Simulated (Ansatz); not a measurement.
**BH2 (doublet): wave-function methods side by side at distance B1–H2 = 2.152 Å, aug-cc-pVTZ**

Aim: climb from Hartree-Fock through coupled cluster and multireference methods for BH2 (doublet) at one geometry and basis, and see what each rung misses.

Method: aug-cc-pVTZ, core rule «outside noble gas», up to 1 orbitals frozen; program: Ansatz 0.2.0, Gaussian basis.

Plan: UHF; CCSD(T) on ROHF; CCSD(T) on UHF; BCCD(T) on ROHF; CISD; CCSDT(Q) on ROHF; CCSDT(Q) on UHF; CASSCF and MRCISD+Q, 3 electrons in 3 orbitals; CASSCF and NEVPT2, 3 electrons in 3 orbitals; CASSCF and MRCISD+Q, 5 electrons in 6 orbitals; CASSCF and NEVPT2, 5 electrons in 6 orbitals; Full CI.

2 further runs of the same task are left out: 2 for a known fault of the program.

## 1. What is computed

The geometry derives from a PBE0/def2-TZVP stationary point (not a proven minimum). One bond is set to the value named and the two fragments are kept rigid.

3 atoms, charge 0, spin multiplicity 2.

Atoms are counted from 1 here; the program's logs count them from 0.

Bond lengths: B1–H3 1.191 Å.

## 2. UHF

The input, in.yaml:

```yaml
crystal:
  periodic: [false, false, false]
  atoms:
    - {symbol: B, position_ang: [0.000000, -0.112268, 0.068255]}
    - {symbol: H, position_ang: [0.000000, 0.807367, -1.877350]}
    - {symbol: H, position_ang: [0.000000, 0.396805, 1.145263]}
basis:
  gaussian: {orbitals: aug-cc-pVTZ}
magnetization: {spin_polarized: true, initial_magnetization: 1}
hamiltonian: {xc: hf}
output: {orbitals: {seedname: orbitals}}
```

Run with:

```sh
$ ansatz run in.yaml --threads 1 --pin off --events-out ev --progress --plain --max-ram 2764MiB --backend cpu
```

The runs that follow: CCSD(T) on ROHF; CCSD(T) on UHF; BCCD(T) on ROHF; CISD; CCSDT(Q) on ROHF; CCSDT(Q) on UHF; CASSCF and MRCISD+Q, 3 electrons in 3 orbitals; CASSCF and NEVPT2, 3 electrons in 3 orbitals; CASSCF and MRCISD+Q, 5 electrons in 6 orbitals; CASSCF and NEVPT2, 5 electrons in 6 orbitals; Full CI.

**Question.** What will the summary of the whole plan be? Wanted: FCI below the RHF energy; RMP2 from FCI; UMP2 from FCI; RCCSD from FCI; RCCSD(T) from FCI; UCCSD(T) from FCI; RCCSDT(Q) from FCI; UCCSDT(Q) from FCI; NEVPT2 pair from FCI.

The runs gave:

| quantity | value |
| --- | --- |
| FCI below the RHF energy | -3.4754 eV |
| RMP2 from FCI | +22.65 kcal/mol |
| UMP2 from FCI | +23.73 kcal/mol |
| RCCSD from FCI | +3.75 kcal/mol |
| RCCSD(T) from FCI | +0.88 kcal/mol |
| UCCSD(T) from FCI | +0.98 kcal/mol |
| RCCSDT(Q) from FCI | +0.02 kcal/mol |
| UCCSDT(Q) from FCI | 0.00 kcal/mol |
| NEVPT2 pair from FCI | +14.24 kcal/mol |
| MRCISD+Q pair from FCI | +0.57 kcal/mol |
| NEVPT2 valence from FCI | +10.85 kcal/mol |
| levels within 1 kcal/mol (43 meV) | RCCSD(T), UCCSD(T), BCCD(T), RCCSDT, UCCSDT, RCCSDT(Q), UCCSDT(Q), MRCISD+Q pair, MRCISD+Q valence |
| T1 diagnostic | 0.052 |
| effectively unpaired electrons | 1.17 |

**Reading.** RCCSD(T) misses by +0.88 kcal/mol, 1.1 % of the correlation energy. The occupations are near whole numbers, but T1 = 0.052 shows that the orbitals relax strongly. Of the multireference levels listed MRCISD+Q valence comes nearest in total energy (+0.35 kcal/mol), which doesn't show that its space is the better one. These misses are within one basis, not against nature; the frozen cores of restricted and unrestricted runs differ, which can shift their rows.
